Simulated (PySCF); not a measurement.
**MgC−: bond curves at several levels of theory**

Aim: find the lowest electronic state of MgC−, scan its bond at several levels of theory, and get bond length, wavenumber and dissociation energy from each curve.

Program: PySCF 2.14.0. Level of theory: Mg def2-SVPD, C def2-SVPD, no relativity. These are calculated values, not measurements.

3 further runs of the same task are left out: 3 set aside as unsound or not needed.

## 1. Set-up

The job is set up so:

```
atoms                         : Mg, C
charge                        : -1
basis                         : Mg def2-SVPD, C def2-SVPD
Hamiltonian                   : no relativity
basis functions               : 41
electrons treated             : 19
masses in u                   : 23.9850, 12.0000
levels                        : PBE0, PBE, r²SCAN, M06-L, M06, r²SCANh, HF, MP2, SCS-MP2, CCSD, CCSD(T)
grid                          : 80 radial by 434 angular points
occupations                   : held fixed by the projection of orbital angular momentum
dissociation limit            : Mg + C−, each in its ground configuration
starting distance in angstrom : 2.165
values of 2S to try           : 1, 3
```

The run is started by

```sh
$ OMP_NUM_THREADS=1 python dia.py task.json out
```

After this run come: PBE0 along the bond; PBE; r²SCAN; M06-L (meta-GGA); M06; r²SCANh (hybrid meta-GGA); UHF; Adding correlation.

What does the calculation give? Wanted: for each run, Re; ωe; De; μ.

**Answer**, as computed:

Lowest PBE0 solution found, without spin–orbit coupling: ⁴Σ⁻ (quartet), unpaired electrons σ ↑, π ↑↑.

```csv
level,Re (Å),ωe (cm⁻¹),De (eV),μ (D)
UHF,2.240,408,1.68,2.13
UHF-MP2,2.241,412,1.92,n/a
UHF-SCS-MP2,2.243,411,1.86,n/a
UHF-CCSD,2.236,414,1.94,n/a
UHF-CCSD(T),2.234,416,2.01,n/a
PBE,2.203,428,2.40,0.48
r²SCAN,2.204,435,2.27,1.01
M06-L,2.195,435,2.05,0.91
r²SCANh,2.205,433,2.21,1.08
PBE0,2.208,425,2.19,0.88
M06,2.199,428,2.20,0.74
```

De is counted to Mg + C− in their ground configurations. A positive dipole points from Mg to C; in an ion it is taken about the centre of mass and does not tell which atom is negative.

Differences from CCSD(T) in the same basis:

```csv
level,Re (mÅ),ωe (%)
UHF,+6,-1.9
UHF-MP2,+7,-0.8
UHF-SCS-MP2,+8,-1.1
UHF-CCSD,+2,-0.5
PBE,-32,+3.0
r²SCAN,-31,+4.6
M06-L,-40,+4.5
r²SCANh,-29,+4.2
PBE0,-26,+2.2
M06,-36,+2.9
```

Judged by CCSD(T) in the same basis: best bond length UHF-CCSD (+2 mÅ), worst M06-L (-40 mÅ); best wavenumber UHF-CCSD (-0.5 %), worst r²SCAN (+4.6 %). CCSD(T) in a basis this small is itself some way from its limit, more so than the functionals. Of the levels with a De here, UHF gives the least (1.68 eV) and PBE the most (2.40 eV).

Correlated steps freeze 2 core orbitals. With some functionals the highest level of the anion is positive, from self-interaction error or because the anion is truly unbound there; the finite basis then holds the extra electron, and no neutral molecule was run to test the binding.
